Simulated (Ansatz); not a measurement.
```xyz
11

C     0.5621   -1.1122    1.4005
N    -0.3738   -0.6127    0.7241
C    -0.0715    0.0783   -0.4991
N    -0.5641    1.4198   -0.5102
O    -0.6223   -0.6551   -1.5082
F     1.2982    0.1935   -0.7090
H     0.3118   -1.6162    2.3329
H     1.6128   -1.0691    1.1056
H    -1.5028    1.4281   -0.1300
H     0.0227    2.0119    0.0639
H    -0.6730   -0.0661   -2.2704
```

Charge 0, multiplicity 1.

**Question.** List the CAM-B3LYP/def2-TZVPP orbital energies in eV (Ansatz). (An estimate is asked.)

**Answer.** Ansatz gave: Occupied: -673.49, -523.09, -391.94, -391.68, -283.93, -280.34, -35.49, -31.36, -27.94, -26.62, -21.16, -18.47, -17.60, -16.74, -16.48, -15.34, -14.31, -13.50, -12.90, -12.18, -11.56, -10.85, -9.59, -9.46. Lowest empty: 0.43, 1.91, 2.82, 3.10, 3.56, 4.02, 4.87, 6.05.
